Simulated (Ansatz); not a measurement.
Geometry optimisation, Ansatz, RKS BLYP/def2-SVP.

input.yaml

```yaml
crystal:
  periodic: [false, false, false]
  atoms:
    - { symbol: Si, position_ang: [-1.096429, 0.356262, 0.046063] }
    - { symbol: Si, position_ang: [1.558195, -0.116319, 2.156369] }
    - { symbol: H, position_ang: [0.529069, -0.928775, 2.882136] }
    - { symbol: H, position_ang: [2.93513, -0.604043, 2.507666] }
    - { symbol: H, position_ang: [1.426024, 1.333265, 2.503552] }
    - { symbol: H, position_ang: [1.393836, -0.301513, 0.699117] }
    - { symbol: Cl, position_ang: [-0.731406, 1.733572, -1.54958] }
    - { symbol: H, position_ang: [-0.807719, -0.925749, -0.774524] }
basis:
  gaussian: { orbitals: def2-SVP }
hamiltonian:
  xc: blyp
relax:
  f_tol: 0.03
  max_steps: 50
```

Launched with:

```bash
$ ansatz run input.yaml --threads 1 --pin off --max-ram 2048MiB --backend cpu --events-out ev --progress --plain --runs-dir out
```

Problem. Where does it end, and by what steps?

Solution. It converged. After 23 steps the energy has fallen by 0.113 eV; H6 moved furthest, 1.78 Å.

```tsv
step	energy less start (eV)	largest force component (eV/Å)	accepted
0	0.0000	0.621	yes
1	-0.0167	0.123	yes
2	-0.0205	0.063	yes
3	-0.0260	0.049	yes
4	-0.0361	0.129	yes
5	-0.0396	0.166	yes
6	-0.0428	0.083	yes
7	-0.0439	0.056	yes
8	-0.0457	0.130	yes
9	-0.0487	0.085	yes
10	-0.0508	0.109	yes
11	-0.0534	0.221	yes
12	-0.0580	0.183	yes
13	-0.0693	0.118	yes
14	-0.0722	0.193	yes
15	-0.0788	0.339	yes
16	-0.0932	0.194	yes
17	-0.0997	0.182	yes
18	-0.1084	0.086	yes
19	-0.1107	0.065	yes
20	-0.1112	0.040	yes
21	-0.1125	0.044	yes
22	-0.1133	0.039	yes
23	-0.1135	0.020	yes
```

```xyz
8
Properties=species:S:1:pos:R:3
Si -1.052 0.292 -0.226
Si 1.305 -0.008 2.111
H 1.059 -1.182 3.005
H 2.291 -0.320 1.036
H 1.713 1.198 2.898
H -0.054 0.380 1.479
Cl 0.376 1.311 -1.470
H -0.431 -1.125 -0.363
```

Whether the end is a true minimum wasn't checked by a vibrational analysis.

Time of the run: 42 s on 1 thread of Arm Neoverse V2, on a shared host, peak memory 0.15 GiB.
